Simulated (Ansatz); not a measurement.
Consider the isomerisation: `N=CCN` → `C=C(N)N`.

Program: Ansatz. Geometries: PBE0-D4/def2-TZVP. ΔE: electronic, gas phase. CCSD(T)/CBS is the MP2 limit (def2-TZVPP, def2-QZVPP) plus CCSD(T) − MP2 in def2-TZVPP, frozen cores. Functionals use def2-TZVPP. Each species was taken in one conformer, which may not be the lowest.

```json
{"level": "B97M-V", "ΔE (kcal/mol)": "-8.5", "difference from CCSD(T)/CBS": "-1.4"}
{"level": "BHLYP-D4", "ΔE (kcal/mol)": "-8.5", "difference from CCSD(T)/CBS": "-1.4"}
{"level": "B2PLYP", "ΔE (kcal/mol)": "-7.8", "difference from CCSD(T)/CBS": "-0.7"}
{"level": "PBE-QIDH", "ΔE (kcal/mol)": "-8.6", "difference from CCSD(T)/CBS": "-1.5"}
{"level": "PBE", "ΔE (kcal/mol)": "-9.0", "difference from CCSD(T)/CBS": "-1.9"}
{"level": "PBE0", "ΔE (kcal/mol)": "-9.2", "difference from CCSD(T)/CBS": "-2.1"}
{"level": "MP2/def2-TZVPP", "ΔE (kcal/mol)": "-7.5", "difference from CCSD(T)/CBS": "-0.4"}
{"level": "CCSD/def2-TZVPP", "ΔE (kcal/mol)": "-5.8", "difference from CCSD(T)/CBS": "1.3"}
{"level": "CCSD(T)/def2-TZVPP", "ΔE (kcal/mol)": "-5.8", "difference from CCSD(T)/CBS": "1.3"}
{"level": "HF/CBS(def2)", "ΔE (kcal/mol)": "-6.5", "difference from CCSD(T)/CBS": "0.6"}
{"level": "CCSD(T)/CBS", "ΔE (kcal/mol)": "-7.1", "difference from CCSD(T)/CBS": "0"}
```

Largest T1 diagnostic among the species: 0.011.

Leaving LDA and LC-ωPBE aside and taking each functional with its dispersion term where it has one, the values, not all of them listed here, spread over 2.8 kcal/mol, from r2SCAN0-D4 to ωB97X-V. LDA lies −4.1 kcal/mol from PBE without D4. At CCSD(T), def2-SVP lies +3.3 kcal/mol from the extrapolated value and def2-TZVPP +1.3 kcal/mol.
